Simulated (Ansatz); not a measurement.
System: C₂H₃O₂, charge 0, doublet. C2H3O2 (SMILES CO[C]=O, doublet).
B3LYP-D3(BJ)/def2-TZVP minimum from Ansatz (a first-principles code):
```xyz
7

C     -0.9614    -0.0741     0.0045
O     -0.8574    -1.2555    -0.0092
O     -0.0521     0.8706     0.0100
C      1.3414     0.4223    -0.0028
H      1.9343     1.3307     0.0041
H      1.5358    -0.1804     0.8822
H      1.5258    -0.1605    -0.9030
```
Charge 0, spin multiplicity 2.

Property: atomisation energy (electronic, to ground-state atoms), in kJ/mol. Radicals and triplets start from unrestricted determinants; spin-orbit coupling is neglected. CBS(X,Y): correlation extrapolated as X^-3, Hartree-Fock from the larger set. A bracket is a step between two methods taken in the basis named. The functionals are non-relativistic, so their misses hold any scalar relativity. 'core' is core correlation in cc-pwCVTZ, 'X2C' scalar relativity in cc-pVTZ-DK, both at CCSD(T). Where a partner has so few electrons that a lower coupled-cluster level is exact, that level stands in.

CCSD(T)/CBS(cc-pVTZ,cc-pVQZ) + [CCSDT(Q) - CCSD(T)]/cc-pVDZ + core + X2C (Ansatz) gives 2850.1 kJ/mol.

Q: How far off this value is PBE/def2-TZVPD (Ansatz), in which direction, and which of these levels come nearer: r2SCAN/def2-TZVPD, B3LYP/def2-TZVPD, PBE0/def2-TZVPD, wB97M-V/def2-TZVPD, CCSD(T)/CBS(cc-pVTZ,cc-pVQZ) + core + X2C?

A: PBE gives 2969.3 kJ/mol, 119.2 kJ/mol above it. Differences of the others: r2SCAN/def2-TZVPD (Ansatz) 24.1; B3LYP/def2-TZVPD (Ansatz) -13.5; PBE0/def2-TZVPD (Ansatz) 8.4; wB97M-V/def2-TZVPD (Ansatz) -0.3; CCSD(T)/CBS(cc-pVTZ,cc-pVQZ) + core + X2C (Ansatz) -4.9 kJ/mol. Nearer than PBE: r2SCAN/def2-TZVPD, B3LYP/def2-TZVPD, PBE0/def2-TZVPD, wB97M-V/def2-TZVPD, CCSD(T)/CBS(cc-pVTZ,cc-pVQZ) + core + X2C.
